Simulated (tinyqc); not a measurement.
Inside a calculation (part 1 of 2). Method: UHF in the sto-6g basis, for CH2, spin multiplicity 1. Computed by tinyqc, a small Python program that keeps every step (integrals from PySCF). Settings: charge = 0, multiplicity = 1, basis = sto-6g, energy threshold = 1e-10, iteration cap = 77, orthogonalisation = symmetric, start = Wolfsberg-Helmholz matrix, DIIS depth = 4, method = UHF, break = 0.4. Command: `OMP_NUM_THREADS=1 python tinyqc.py 30810 30811 out.jsonl` (the two numbers bound the seeds that draw the settings). One thread of a shared host (Intel(R) Xeon(R) Processor @ 2.60GHz), about 0.2 s of CPU time with the checks. Later iterations appear only in the table of the cycle.

## One-electron integrals

Geometry (angstrom):
```
atom         x          y         z
C     0.000000   0.000000  0.000000
H     0.000000   0.893000  0.514000
H     0.000000  -0.969000  0.558000
```

Basis sto-6g: exponents (1/bohr^2) and contraction coefficients of normalised primitives:
```
element  l (shell)    exponent  coefficient
C            s (1)  742.737049     0.009164
C            s (1)  136.180025     0.049361
C            s (1)   38.098264     0.168538
C            s (1)   13.087782     0.370563
C            s (1)    5.082369     0.416492
C            s (1)    2.093200     0.130334
C            s (2)   30.497239    -0.013253
C            s (2)    6.036200    -0.046992
C            s (2)    1.876046    -0.033785
C            s (2)    0.721783     0.250242
C            s (2)    0.313471     0.595117
C            s (2)    0.143687     0.240706
C            p (3)   30.497239     0.003760
C            p (3)    6.036200     0.037679
C            p (3)    1.876046     0.173897
C            p (3)    0.721783     0.418036
C            p (3)    0.313471     0.425860
C            p (3)    0.143687     0.101708
H            s (1)   35.523221     0.009164
H            s (1)    6.513144     0.049361
H            s (1)    1.822143     0.168538
H            s (1)    0.625955     0.370563
H            s (1)    0.243077     0.416492
H            s (1)    0.100112     0.130334
```

Overlap, kinetic and nuclear-attraction integrals over the contracted functions; the nuclear repulsion is the sum of Za Zb / Rab.

nuclear repulsion = 6.20511670 hartree

overlap S, order 1C 1s, 1C 2s, 1C 2px, 1C 2py, 1C 2pz, 2H 1s, 3H 1s:
```
[[1.000000, 0.243228, 0.000000, 0.000000, 0.000000, 0.073860, 0.060524],
 [0.243228, 1.000000, 0.000000, 0.000000, 0.000000, 0.526131, 0.475284],
 [0.000000, 0.000000, 1.000000, 0.000000, 0.000000, 0.000000, 0.000000],
 [0.000000, 0.000000, 0.000000, 1.000000, 0.000000, 0.421772, -0.396478],
 [0.000000, 0.000000, 0.000000, 0.000000, 1.000000, 0.242767, 0.228313],
 [0.073860, 0.526131, 0.000000, 0.421772, 0.242767, 1.000000, 0.149025],
 [0.060524, 0.475284, 0.000000, -0.396478, 0.228313, 0.149025, 1.000000]]
```

kinetic energy T (hartree), order 1C 1s, 1C 2s, 1C 2px, 1C 2py, 1C 2pz, 2H 1s, 3H 1s:
```
[[16.068641, -0.492789, 0.000000, 0.000000, 0.000000, -0.005422, -0.008171],
 [-0.492789, 0.492405, 0.000000, 0.000000, 0.000000, 0.127516, 0.097621],
 [0.000000, 0.000000, 1.479234, 0.000000, 0.000000, 0.000000, 0.000000],
 [0.000000, 0.000000, 0.000000, 1.479234, 0.000000, 0.257749, -0.212256],
 [0.000000, 0.000000, 0.000000, 0.000000, 1.479234, 0.148357, 0.122228],
 [-0.005422, 0.127516, 0.000000, 0.257749, 0.148357, 0.768522, -0.009617],
 [-0.008171, 0.097621, 0.000000, -0.212256, 0.122228, -0.009617, 0.768522]]
```

nuclear attraction V (hartree), order 1C 1s, 1C 2s, 1C 2px, 1C 2py, 1C 2pz, 2H 1s, 3H 1s:
```
[[-34.994795, -3.858448, 0.000000, -0.002617, -0.018455, -1.327558, -1.083481],
 [-3.858448, -6.116411, 0.000000, -0.017669, -0.176522, -2.816764, -2.470093],
 [0.000000, 0.000000, -6.028922, 0.000000, 0.000000, 0.000000, 0.000000],
 [-0.002617, -0.017669, 0.000000, -6.225568, -0.008353, -2.109461, 1.910022],
 [-0.018455, -0.176522, 0.000000, -0.008353, -6.094098, -1.258538, -1.141676],
 [-1.327558, -2.816764, 0.000000, -2.109461, -1.258538, -4.520828, -0.727061],
 [-1.083481, -2.470093, 0.000000, 1.910022, -1.141676, -0.727061, -4.308469]]
```

core Hamiltonian H = T + V (hartree), order 1C 1s, 1C 2s, 1C 2px, 1C 2py, 1C 2pz, 2H 1s, 3H 1s:
```
[[-18.926154, -4.351237, 0.000000, -0.002617, -0.018455, -1.332980, -1.091653],
 [-4.351237, -5.624006, 0.000000, -0.017669, -0.176522, -2.689248, -2.372472],
 [0.000000, 0.000000, -4.549687, 0.000000, 0.000000, 0.000000, 0.000000],
 [-0.002617, -0.017669, 0.000000, -4.746334, -0.008353, -1.851712, 1.697766],
 [-0.018455, -0.176522, 0.000000, -0.008353, -4.614864, -1.110181, -1.019448],
 [-1.332980, -2.689248, 0.000000, -1.851712, -1.110181, -3.752306, -0.736678],
 [-1.091653, -2.372472, 0.000000, 1.697766, -1.019448, -0.736678, -3.539946]]
```

## Two-electron integrals

Functions are numbered as in S; the eight-fold symmetry (ij|kl) = (ji|kl) = (kl|ij) leaves the list below.

Two-electron integrals (ij|kl) in chemists' order, unique and non-zero (hartree):
```
(11|11) 3.543743    (21|11) 0.529462    (21|21) 0.100317    (22|11) 0.853596
(22|21) 0.199930    (22|22) 0.624844    (31|31) 0.021271    (32|31) 0.031868
(32|32) 0.138108    (33|11) 0.853598    (33|21) 0.199930    (33|22) 0.624843
(33|33) 0.673218    (41|41) 0.021271    (42|41) 0.031868    (42|42) 0.138108
(43|43) 0.036281    (44|11) 0.853598    (44|21) 0.199930    (44|22) 0.624843
(44|33) 0.600655    (44|44) 0.673218    (51|51) 0.021271    (52|51) 0.031868
(52|52) 0.138108    (53|53) 0.036281    (54|54) 0.036281    (55|11) 0.853598
(55|21) 0.199930    (55|22) 0.624843    (55|33) 0.600655    (55|44) 0.600655
(55|55) 0.673218    (61|11) 0.170289    (61|21) 0.031012    (61|22) 0.060645
(61|33) 0.060414    (61|41) 0.001753    (61|42) 0.003363    (61|44) 0.060935
(61|51) 0.001009    (61|52) 0.001935    (61|54) 0.000300    (61|55) 0.060587
(61|61) 0.009860    (62|11) 0.364152    (62|21) 0.086321    (62|22) 0.291951
(62|33) 0.285470    (62|41) 0.007550    (62|42) 0.047928    (62|44) 0.300074
(62|51) 0.004346    (62|52) 0.027587    (62|54) 0.008406    (62|55) 0.290309
(62|61) 0.027426    (62|62) 0.172113    (63|31) 0.009810    (63|32) 0.048504
(63|43) 0.009638    (63|53) 0.005548    (63|63) 0.022506    (64|11) 0.255891
(64|21) 0.061576    (64|22) 0.220613    (64|33) 0.209477    (64|41) 0.014541
(64|42) 0.082344    (64|44) 0.239368    (64|51) 0.002723    (64|52) 0.019478
(64|54) 0.011657    (64|55) 0.212993    (64|61) 0.020634    (64|62) 0.154830
(64|64) 0.159294    (65|11) 0.147288    (65|21) 0.035442    (65|22) 0.126982
(65|33) 0.120572    (65|41) 0.002723    (65|42) 0.019478    (65|44) 0.126682
(65|51) 0.011377    (65|52) 0.059715    (65|54) 0.013155    (65|55) 0.133692
(65|61) 0.011876    (65|62) 0.089118    (65|64) 0.078733    (65|65) 0.067824
(66|11) 0.498576    (66|21) 0.120484    (66|22) 0.457787    (66|33) 0.433560
(66|41) 0.014321    (66|42) 0.117059    (66|44) 0.488155    (66|51) 0.008243
(66|52) 0.067378    (66|54) 0.031425    (66|55) 0.451647    (66|61) 0.039111
(66|62) 0.329638    (66|64) 0.329207    (66|65) 0.189487    (66|66) 0.774999
(71|11) 0.139129    (71|21) 0.025360    (71|22) 0.049667    (71|33) 0.049479
(71|41) -0.001439   (71|42) -0.002775   (71|44) 0.049903    (71|51) 0.000828
(71|52) 0.001598    (71|54) -0.000244   (71|55) 0.049619    (71|61) 0.007804
(71|62) 0.020977    (71|64) 0.014145    (71|65) 0.009082    (71|66) 0.029017
(71|71) 0.006593    (72|11) 0.318133    (72|21) 0.075537    (72|22) 0.258161
(72|33) 0.252182    (72|41) -0.006644   (72|42) -0.043480   (72|44) 0.265652
(72|51) 0.003826    (72|52) 0.025038    (72|54) -0.007757   (72|55) 0.256649
(72|61) 0.022410    (72|62) 0.112205    (72|64) 0.071434    (72|65) 0.056789
(72|66) 0.171046    (72|71) 0.019677    (72|72) 0.138327    (73|31) 0.008291
(73|32) 0.041838    (73|43) -0.008587   (73|53) 0.004945    (73|63) 0.013482
(73|73) 0.017335    (74|11) -0.231872   (74|21) -0.055852   (74|22) -0.202164
(74|33) -0.192023   (74|41) 0.012548    (74|42) 0.073344    (74|44) -0.219147
(74|51) -0.002451   (74|52) -0.018143   (74|54) 0.010674    (74|55) -0.195322
(74|61) -0.015736   (74|62) -0.075251   (74|64) -0.035757   (74|65) -0.037207
(74|66) -0.104979   (74|71) -0.015289   (74|72) -0.128737   (74|74) 0.134947
(75|11) 0.133524    (75|21) 0.032163    (75|22) 0.116416    (75|33) 0.110577
(75|41) -0.002451   (75|42) -0.018143   (75|44) 0.116306    (75|51) 0.009702
(75|52) 0.052285    (75|54) -0.011886   (75|55) 0.122366    (75|61) 0.010025
(75|62) 0.058230    (75|64) 0.036361    (75|65) 0.042309    (75|66) 0.094548
(75|71) 0.008804    (75|72) 0.074134    (75|74) -0.067727   (75|75) 0.056336
(76|11) 0.092202    (76|21) 0.021907    (76|22) 0.076565    (76|33) 0.074690
(76|41) -0.000057   (76|42) -0.000544   (76|44) 0.077006    (76|51) 0.001862
(76|52) 0.012562    (76|54) -0.000141   (76|55) 0.077999    (76|61) 0.006771
(76|62) 0.040395    (76|64) 0.031152    (76|65) 0.023086    (76|66) 0.071954
(76|71) 0.005560    (76|72) 0.036727    (76|74) -0.029841   (76|75) 0.021562
(76|76) 0.011614    (77|11) 0.463515    (77|21) 0.112215    (77|22) 0.433669
(77|33) 0.410709    (77|41) -0.012765   (77|42) -0.110122   (77|44) 0.462436
(77|51) 0.007351    (77|52) 0.063414    (77|54) -0.029787   (77|55) 0.427862
(77|61) 0.033038    (77|62) 0.183939    (77|64) 0.107166    (77|65) 0.099039
(77|66) 0.282503    (77|71) 0.029793    (77|72) 0.290719    (77|74) -0.299445
(77|75) 0.172436    (77|76) 0.071954    (77|77) 0.774999
```

## Orthogonalisation

S = U s U^T; symmetric (Loewdin) form X = U s^(-1/2) U^T, so that X^T S X = 1.

eigenvalues of S: [0.264328, 0.351582, 0.879250, 1.000000, 1.081998, 1.507111, 1.915731]

X, order 1C 1s, 1C 2s, 1C 2px, 1C 2py, 1C 2pz, 2H 1s, 3H 1s:
```
[[1.025605, -0.150279, 0.000000, -0.001122, -0.011000, 0.023339, 0.022941],
 [-0.150279, 1.326810, 0.000000, 0.033105, 0.139916, -0.405726, -0.332296],
 [0.000000, 0.000000, 1.000000, 0.000000, 0.000000, 0.000000, 0.000000],
 [-0.001122, 0.033105, 0.000000, 1.206540, 0.013050, -0.338826, 0.292801],
 [-0.011000, 0.139916, 0.000000, 0.013050, 1.064507, -0.184307, -0.157209],
 [0.023339, -0.405726, 0.000000, -0.338826, -0.184307, 1.324590, -0.036187],
 [0.022941, -0.332296, 0.000000, 0.292801, -0.157209, -0.036187, 1.248371]]
```

## Starting guess

The start is the generalised Wolfsberg-Helmholz matrix (K = 1.75) built on H, with HOMO and LUMO mixed by +/-0.4 rad for the two spins; D(s) = C_occ C_occ^T for each spin.

D(alpha) at the start, order 1C 1s, 1C 2s, 1C 2px, 1C 2py, 1C 2pz, 2H 1s, 3H 1s:
```
[[1.028793, -0.097517, 0.042140, 0.003921, 0.048086, -0.087939, -0.080570],
 [-0.097517, 0.450862, -0.143611, -0.020326, -0.177859, 0.186966, 0.179280],
 [0.042140, -0.143611, 0.151647, 0.002273, 0.330641, -0.006660, -0.007240],
 [0.003921, -0.020326, 0.002273, 0.507712, -0.006743, 0.205185, -0.215147],
 [0.048086, -0.177859, 0.330641, -0.006743, 0.779405, 0.062435, 0.060752],
 [-0.087939, 0.186966, -0.006660, 0.205185, 0.062435, 0.198588, 0.014406],
 [-0.080570, 0.179280, -0.007240, -0.215147, 0.060752, 0.014406, 0.179985]]
```

D(beta) at the start, order 1C 1s, 1C 2s, 1C 2px, 1C 2py, 1C 2pz, 2H 1s, 3H 1s:
```
[[1.028793, -0.097517, -0.042140, 0.003921, 0.048086, -0.087939, -0.080570],
 [-0.097517, 0.450862, 0.143611, -0.020326, -0.177859, 0.186966, 0.179280],
 [-0.042140, 0.143611, 0.151647, -0.002273, -0.330641, 0.006660, 0.007240],
 [0.003921, -0.020326, -0.002273, 0.507712, -0.006743, 0.205185, -0.215147],
 [0.048086, -0.177859, -0.330641, -0.006743, 0.779405, 0.062435, 0.060752],
 [-0.087939, 0.186966, 0.006660, 0.205185, 0.062435, 0.198588, 0.014406],
 [-0.080570, 0.179280, 0.007240, -0.215147, 0.060752, 0.014406, 0.179985]]
```

## Iteration 1: building the Fock matrix

J_ij = sum D_kl (ij|kl) with D = D(alpha) + D(beta), K_ij = sum D_kl (ik|jl) for each spin; F = H + J - K(s); E = tr D H + tr D J / 2 - 0.5 sum_s tr D(s) K(s) + E_nn.

Coulomb J (hartree), order 1C 1s, 1C 2s, 1C 2px, 1C 2py, 1C 2pz, 2H 1s, 3H 1s:
```
[[11.555713, 2.110295, 0.000000, 0.000781, 0.002362, 0.660473, 0.540096],
 [2.110295, 5.163325, 0.000000, 0.005387, 0.054796, 2.420368, 2.135981],
 [0.000000, 0.000000, 5.067858, 0.000000, 0.000000, 0.000000, 0.000000],
 [0.000781, 0.005387, 0.000000, 5.231025, 0.002247, 1.836261, -1.677031],
 [0.002362, 0.054796, 0.000000, 0.002247, 5.191094, 1.071517, 0.979573],
 [0.660473, 2.420368, 0.000000, 1.836261, 1.071517, 3.856947, 0.633887],
 [0.540096, 2.135981, 0.000000, -1.677031, 0.979573, 0.633887, 3.660381]]
```

exchange K(alpha) (hartree), order 1C 1s, 1C 2s, 1C 2px, 1C 2py, 1C 2pz, 2H 1s, 3H 1s:
```
[[3.591604, 0.589774, 0.002692, -0.000112, 0.003532, 0.190855, 0.156375],
 [0.589774, 0.826191, -0.104153, 0.003748, 0.007922, 0.478421, 0.431665],
 [0.002692, -0.104153, 0.273724, 0.001441, 0.208921, -0.006480, -0.005736],
 [-0.000112, 0.003748, 0.001441, 0.756197, 0.002430, 0.365336, -0.343886],
 [0.003532, 0.007922, 0.208921, 0.002430, 0.730983, 0.199930, 0.185937],
 [0.190855, 0.478421, -0.006480, 0.365336, 0.199930, 0.617796, 0.138992],
 [0.156375, 0.431665, -0.005736, -0.343886, 0.185937, 0.138992, 0.557176]]
```

exchange K(beta) (hartree), order 1C 1s, 1C 2s, 1C 2px, 1C 2py, 1C 2pz, 2H 1s, 3H 1s:
```
[[3.591604, 0.589774, -0.002692, -0.000112, 0.003532, 0.190855, 0.156375],
 [0.589774, 0.826191, 0.104153, 0.003748, 0.007922, 0.478421, 0.431665],
 [-0.002692, 0.104153, 0.273724, -0.001441, -0.208921, 0.006480, 0.005736],
 [-0.000112, 0.003748, -0.001441, 0.756197, 0.002430, 0.365336, -0.343886],
 [0.003532, 0.007922, -0.208921, 0.002430, 0.730983, 0.199930, 0.185937],
 [0.190855, 0.478421, 0.006480, 0.365336, 0.199930, 0.617796, 0.138992],
 [0.156375, 0.431665, 0.005736, -0.343886, 0.185937, 0.138992, 0.557176]]
```

F(alpha) (hartree), order 1C 1s, 1C 2s, 1C 2px, 1C 2py, 1C 2pz, 2H 1s, 3H 1s:
```
[[-10.962046, -2.830716, -0.002692, -0.001724, -0.019625, -0.863363, -0.707932],
 [-2.830716, -1.286872, 0.104153, -0.016030, -0.129649, -0.747301, -0.668156],
 [-0.002692, 0.104153, 0.244446, -0.001441, -0.208921, 0.006480, 0.005736],
 [-0.001724, -0.016030, -0.001441, -0.271506, -0.008535, -0.380787, 0.364621],
 [-0.019625, -0.129649, -0.208921, -0.008535, -0.154753, -0.238594, -0.225812],
 [-0.863363, -0.747301, 0.006480, -0.380787, -0.238594, -0.513155, -0.241783],
 [-0.707932, -0.668156, 0.005736, 0.364621, -0.225812, -0.241783, -0.436741]]
```

F(beta) (hartree), order 1C 1s, 1C 2s, 1C 2px, 1C 2py, 1C 2pz, 2H 1s, 3H 1s:
```
[[-10.962046, -2.830716, 0.002692, -0.001724, -0.019625, -0.863363, -0.707932],
 [-2.830716, -1.286872, -0.104153, -0.016030, -0.129649, -0.747301, -0.668156],
 [0.002692, -0.104153, 0.244446, 0.001441, 0.208921, -0.006480, -0.005736],
 [-0.001724, -0.016030, 0.001441, -0.271506, -0.008535, -0.380787, 0.364621],
 [-0.019625, -0.129649, 0.208921, -0.008535, -0.154753, -0.238594, -0.225812],
 [-0.863363, -0.747301, -0.006480, -0.380787, -0.238594, -0.513155, -0.241783],
 [-0.707932, -0.668156, -0.005736, 0.364621, -0.225812, -0.241783, -0.436741]]
```

total energy of this density = -38.65172967 hartree

## Iteration 1: diagonalisation and new density

Diagonalise F' = X^T F X, C = X C', fill 4 alpha and 4 beta electrons from the bottom; D(s) = C_occ C_occ^T. Each column has its largest component positive (the first on a tie).

F' = X^T F X (alpha) (hartree):
```
[[-10.752405, -1.475263, -0.015830, 0.001633, -0.028781, -0.159714, -0.105950],
 [-1.475263, -0.366109, 0.104782, 0.025260, 0.089511, -0.518253, -0.445892],
 [-0.015830, 0.104782, 0.244446, -0.001530, -0.209910, 0.005050, 0.004677],
 [0.001633, 0.025260, -0.001530, 0.126446, 0.008902, -0.488146, 0.449615],
 [-0.028781, 0.089511, -0.209910, 0.008902, -0.042382, -0.248663, -0.221967],
 [-0.159714, -0.518253, 0.005050, -0.488146, -0.248663, 0.092614, -0.089243],
 [-0.105950, -0.445892, 0.004677, 0.449615, -0.221967, -0.089243, 0.057008]]
```

orbital energies (alpha) (hartree): [-10.965308, -0.774546, -0.517152, -0.248211, 0.352490, 0.676444, 0.835901]

coefficients C (alpha), order 1C 1s, 1C 2s, 1C 2px, 1C 2py, 1C 2pz, 2H 1s, 3H 1s:
```
[[0.995097, -0.201495, 0.008536, 0.096144, -0.065943, 0.160221, 0.074082],
 [0.022922, 0.601972, -0.045343, -0.441943, 0.317784, -1.052978, -0.555607],
 [0.000121, -0.033253, 0.005656, 0.424623, 0.902198, 0.065405, 0.017825],
 [0.000724, 0.024558, 0.553554, -0.001601, -0.012132, 0.435919, -1.077191],
 [0.004735, 0.158581, -0.005587, 0.786519, -0.313624, -0.618790, -0.294367],
 [-0.006570, 0.335549, 0.404236, 0.113023, -0.103452, 0.492009, 1.236198],
 [-0.005590, 0.285229, -0.444752, 0.118608, -0.116461, 1.136446, -0.427553]]
```

F' = X^T F X (beta) (hartree):
```
[[-10.752405, -1.475263, 0.015830, 0.001633, -0.028781, -0.159714, -0.105950],
 [-1.475263, -0.366109, -0.104782, 0.025260, 0.089511, -0.518253, -0.445892],
 [0.015830, -0.104782, 0.244446, 0.001530, 0.209910, -0.005050, -0.004677],
 [0.001633, 0.025260, 0.001530, 0.126446, 0.008902, -0.488146, 0.449615],
 [-0.028781, 0.089511, 0.209910, 0.008902, -0.042382, -0.248663, -0.221967],
 [-0.159714, -0.518253, -0.005050, -0.488146, -0.248663, 0.092614, -0.089243],
 [-0.105950, -0.445892, -0.004677, 0.449615, -0.221967, -0.089243, 0.057008]]
```

orbital energies (beta) (hartree): [-10.965308, -0.774546, -0.517152, -0.248211, 0.352490, 0.676444, 0.835901]

coefficients C (beta), order 1C 1s, 1C 2s, 1C 2px, 1C 2py, 1C 2pz, 2H 1s, 3H 1s:
```
[[0.995097, -0.201495, 0.008536, 0.096144, 0.065943, 0.160221, 0.074082],
 [0.022922, 0.601972, -0.045343, -0.441943, -0.317784, -1.052978, -0.555607],
 [-0.000121, 0.033253, -0.005656, -0.424623, 0.902198, -0.065405, -0.017825],
 [0.000724, 0.024558, 0.553554, -0.001601, 0.012132, 0.435919, -1.077191],
 [0.004735, 0.158581, -0.005587, 0.786519, 0.313624, -0.618790, -0.294367],
 [-0.006570, 0.335549, 0.404236, 0.113023, 0.103452, 0.492009, 1.236198],
 [-0.005590, 0.285229, -0.444752, 0.118608, 0.116461, 1.136446, -0.427553]]
```

D(alpha) after iteration 1, order 1C 1s, 1C 2s, 1C 2px, 1C 2py, 1C 2pz, 2H 1s, 3H 1s:
```
[[1.040134, -0.141362, 0.047694, 0.000344, 0.048329, -0.059832, -0.055428],
 [-0.141362, 0.560266, -0.207930, -0.009593, -0.251774, 0.133561, 0.139320],
 [0.047694, -0.207930, 0.181443, 0.001635, 0.328670, 0.039120, 0.038363],
 [0.000344, -0.009593, 0.001635, 0.307028, -0.000454, 0.231821, -0.239383],
 [0.048329, -0.251774, 0.328670, -0.000454, 0.643813, 0.139817, 0.140978],
 [-0.059832, 0.133561, 0.039120, 0.231821, 0.139817, 0.288817, -0.070634],
 [-0.055428, 0.139320, 0.038363, -0.239383, 0.140978, -0.070634, 0.293259]]
```

D(beta) after iteration 1, order 1C 1s, 1C 2s, 1C 2px, 1C 2py, 1C 2pz, 2H 1s, 3H 1s:
```
[[1.040134, -0.141362, -0.047694, 0.000344, 0.048329, -0.059832, -0.055428],
 [-0.141362, 0.560266, 0.207930, -0.009593, -0.251774, 0.133561, 0.139320],
 [-0.047694, 0.207930, 0.181443, -0.001635, -0.328670, -0.039120, -0.038363],
 [0.000344, -0.009593, -0.001635, 0.307028, -0.000454, 0.231821, -0.239383],
 [0.048329, -0.251774, -0.328670, -0.000454, 0.643813, 0.139817, 0.140978],
 [-0.059832, 0.133561, -0.039120, 0.231821, 0.139817, 0.288817, -0.070634],
 [-0.055428, 0.139320, -0.038363, -0.239383, 0.140978, -0.070634, 0.293259]]
```
